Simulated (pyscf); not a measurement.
**Routes from •H₂C–CH₂–SeH**

Candidate steps break at most two bonds and form at most two. Each was searched with GFN2-xTB (tblite) first. Structures and frequencies: ωB97X-D3(BJ)/def2-SVP in PySCF. MP2 and CC: frozen core, UHF for open shells. ΔMP2 is the change of the MP2 total energy from the triple- to the quadruple-zeta basis. Energies: CCSD(T)/def2-TZVPP + ΔMP2(QZVPP), kJ/mol, from the reactant's lowest minimum found, doublet surface; ΔG‡ with ideal gas, 1 atm, RRHO with modes under 100 cm⁻¹ raised to 100, one conformer, R ln 2 for chiral ones without a mode under 150 cm⁻¹.

```
products                  type   ΔE‡     ΔE  ΔG‡ 298 K  ΔG‡ 900 K  ν‡ (cm⁻¹)
--------------  --------------  ----  -----  ---------  ---------  ---------
SeH• + H₂C=CH₂   bond scission  19.7  +16.2       17.4       20.3       336i
H₃C–CH₂–Se•     hydrogen shift  69.7  -95.2       70.1       86.7      1613i
```

Row 2: On the reactant side the descent ends in a point that may be a rotor saddle (no frequency run), 5.2 kJ/mol over the lowest minimum found and 66.3 kJ/mol under the saddle at ωB97X-D3(BJ)/def2-TZVP. 

Plain bond fissions and candidates not yet searched are not listed, and one of them may be faster. Each barrier is that of the saddle found; lower ones may exist. The CCSD(T) − MP2 part came from Ansatz, without density fitting, on the same reference. A UHF reference is spin-contaminated (<S²> up to 0.96), which harms MP2 most. The frozen core leaves the outer d or s,p core shells of the metals and heavy elements correlated in the MP2 and CC values, and def2-TZVPP describes them poorly, which can shift differences by a few kcal/mol. Left out: orbital degeneracy and the spin-orbit lowering of SeH, which is large for Br, Se, Te and I. Elements up to Kr have no core potential and no relativistic terms here.
